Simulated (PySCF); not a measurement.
# `CC[C@H](C)CS`, C5H12S

Geometry:
| atom | x (Å) | y (Å) | z (Å) |
| --- | --- | --- | --- |
| C1 | 2.043 | -0.248 | 0.380 |
| C2 | 0.820 | -0.631 | -0.437 |
| C3 | -0.522 | -0.380 | 0.253 |
| C4 | -1.675 | -0.913 | -0.589 |
| C5 | -0.737 | 1.083 | 0.649 |
| S6 | -0.667 | 2.301 | -0.706 |
| H7 | 2.044 | -0.744 | 1.365 |
| H8 | 2.970 | -0.536 | -0.137 |
| H9 | 2.098 | 0.838 | 0.553 |
| H10 | 0.827 | -0.079 | -1.393 |
| H11 | 0.872 | -1.701 | -0.699 |
| H12 | -0.518 | -0.937 | 1.210 |
| H13 | -1.567 | -1.993 | -0.766 |
| H14 | -1.703 | -0.421 | -1.574 |
| H15 | -2.648 | -0.748 | -0.098 |
| H16 | 0.053 | 1.415 | 1.339 |
| H17 | -1.690 | 1.202 | 1.186 |
| H18 | -1.812 | 1.939 | -1.321 |

Theory: quadratic response CAM-B3LYP/aug-cc-pVDZ first hyperpolarisability, Taylor convention, gas phase in PySCF. Geometry: PBE0-D3(BJ)/def2-SVP.

What is the first hyperpolarisability, and how does it disperse?

In au, Taylor convention; the vector part is βᵢ = ⅓ Σⱼ (βᵢⱼⱼ + βⱼᵢⱼ + βⱼⱼᵢ); β∥ is 3/5 of the vector part along the dipole, the dipole points from − to +:
| process | λ (nm) | β vector norm | β∥ | β HRS | depolarisation ratio |
| --- | --- | --- | --- | --- | --- |
| static β(0;0,0) | ∞ | 98.3 | 44.4 | 44.1 | 3.97 |
| second harmonic β(−2ω;ω,ω) | 1907 | 103.6 | 46.8 | 46.5 | 3.96 |
| Pockels β(−ω;ω,0) | 1907 | 100.0 | 45.2 | – | – |
| second harmonic β(−2ω;ω,ω) | 1064 | 117.2 | 52.8 | 52.8 | 3.95 |
| Pockels β(−ω;ω,0) | 1064 | 104.0 | 47.0 | – | – |

Which lowest excitations, dipole and polarisabilities go with it?

S1 5.49 eV (f = 0.013); S2 5.98 eV (f = 0.019); S3 6.54 eV (f = 0.012); dipole 1.68 D; isotropic α 84.2 au static, 84.4 au at 1907 nm, 84.8 au at 1064 nm, 85.0 au at 953.5 nm, 86.9 au at 532 nm.
